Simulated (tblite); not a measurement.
C4H9OS (doublet state).
Z-matrix (Å and degrees, GFN2-xTB geometry), rows numbered from 1:
```
C 
C   1  1.4844
O   2  1.3734  1  123.58
C   3  1.4025  2  118.49  1    29.63
C   4  1.5302  3  111.31  2    76.41
S   5  1.8209  4  111.79  3  -176.87
H   1  1.0859  2  108.70  3   176.77
H   1  1.0985  2  112.25  3    57.41
H   1  1.0920  2  112.40  3   -63.49
H   2  1.0754  1  120.29  3  -149.82
H   4  1.0949  3  105.53  2  -164.59
H   4  1.0965  3  111.72  2   -46.62
H   5  1.0896  4  110.95  3    61.07
H   5  1.0897  4  110.40  3   -59.72
H   6  1.3314  5   96.26  4   -63.62
```

Level: GFN2-xTB in tblite, geometry and Hessian alike; calculated harmonic values, unscaled, isolated species. Against measured fundamentals such values can be off by several per cent, at times by over 20. Modes of hydrogen on sulfur can be 10 to 20 % off. One conformer, not necessarily the lowest. Open shells enter through the occupations alone, without spin polarisation, and single modes of such species can be off by tens of per cent.

Harmonic wavenumbers (cm⁻¹): 50.7, 103.3, 118.8, 160.5, 211.4, 243.7, 285.0, 376.7, 424.1, 562.9, 728.6, 771.2, 840.5, 909.3, 1004.8, 1014.2, 1025.0, 1042.3, 1122.1, 1170.4, 1216.2, 1225.4, 1251.8, 1313.1, 1344.3, 1398.9, 1445.9, 1458.8, 1472.9, 1488.9, 2434.3, 2864.4, 2919.1, 2952.0, 2968.8, 2992.1, 3010.9, 3057.1, 3119.7.

A = 6375, B = 1251, C = 1131 MHz; mass 105.037 u (most abundant isotopes); point group C1, symmetry number 1; spin multiplicity 2.

Question: What is the zero-point energy?

Answer: Half the sum of the wavenumbers: 26050 cm⁻¹ = 74.48 kcal/mol.

Question: Give the ideal-gas entropy at 500 K and 1 bar in the rigid-rotor, harmonic-oscillator model (classical rotation).

Answer: Translation 42.46, rotation 29.51, vibration 38.22, spin (R ln 2) 1.38: S = 111.6 cal/(mol K).

Question: And Cp and H(500 K) − H(0)?

Answer: Cp = 44.29 cal/(mol K), of which vibrations give 36.34 (their classical limit is 39 R = 77.5); H(500 K) − H(0) = 13.60 kcal/mol without the zero-point energy, 9.63 from vibrations.

Question: Which modes carry the vibrational entropy at 500 K?

Answer: 50.7 cm⁻¹: 5.81; 103.3 cm⁻¹: 4.41; 118.8 cm⁻¹: 4.13; 160.5 cm⁻¹: 3.54; 211.4 cm⁻¹: 3.01; 243.7 cm⁻¹: 2.73 cal/(mol K); the other 33 give 14.59 together.

Question: What must be added to the electronic energy to get the Gibbs energy at 500 K and 1 bar?

Answer: ZPE + [H(500 K) − H(0)] − T·S = 74.48 + 13.60 − 55.78 = 32.30 kcal/mol.

Question: Blend soft modes into free rotors: weight 1/[1 + (100 cm⁻¹/ν̃)⁴] for the oscillator and the rest for a rotor with moment μB/(μ + B), μ = h/(8π²ν), B = 10⁻⁴⁴ kg m². What vibrational entropy results?

Answer: 35.64 cal/(mol K) in place of 38.22, which changes −T·S at 500 K by +1.29 kcal/mol.

Question: How do the functions run with temperature in this model?

Answer: 
| T (K) | S (cal/(mol K)) | Cp (cal/(mol K)) | H − H(0) (kcal/mol) | G − H(0) (kcal/mol) | ln q(vib) |
| --- | --- | --- | --- | --- | --- |
| 50 | 57.3 | 12.2 | 0.48 | -2.39 | 0.36 |
| 100 | 67.4 | 17.2 | 1.22 | -5.52 | 1.32 |
| 298.15 | 92.3 | 30.8 | 5.98 | -21.55 | 5.54 |
| 373.15 | 99.8 | 36.1 | 8.48 | -28.76 | 7.05 |
| 750 | 131.9 | 56.1 | 26.25 | -72.69 | 14.24 |
| 1000 | 149.2 | 63.9 | 41.31 | -107.89 | 18.61 |

q(vib) and H(0) count from the zero-point level.

Hindered rotation and anharmonicity are outside this model. Other conformers, if any are populated, would add a mixing term that is left out. The structure is chiral; the term R ln 2 for an equal mix with its mirror image is left out.
